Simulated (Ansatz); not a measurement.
Cartesian coordinates in Å:
```
C -1.949 -0.218 -0.132
C -0.478 -0.406 -0.220
Cl -0.015 -1.897 -0.987
C 0.436 0.453 0.216
C 1.910 0.309 0.137
F 2.473 0.624 1.365
H -2.399 -0.205 -1.128
H -2.406 -1.043 0.421
H -2.182 0.719 0.374
H 0.073 1.368 0.676
H 2.333 1.004 -0.598
H 2.204 -0.708 -0.125
```

Charge 0, multiplicity 1.

List the ωB97M-V/def2-TZVPP orbital energies in eV (the Gaussian-basis code of Ansatz). (Best estimate.)

Ansatz gave: Occupied: -2772.29, -677.11, -283.60, -283.55, -281.88, -281.86, -262.66, -200.19, -199.98, -199.97, -36.04, -27.66, -24.77, -23.65, -21.28, -18.20, -16.76, -16.48, -16.34, -14.99, -14.95, -14.21, -13.32, -12.60, -12.30, -12.18, -11.28, -9.60. Lowest empty: 1.83, 2.74, 3.13, 3.57, 4.04, 4.64, 4.84, 4.92.
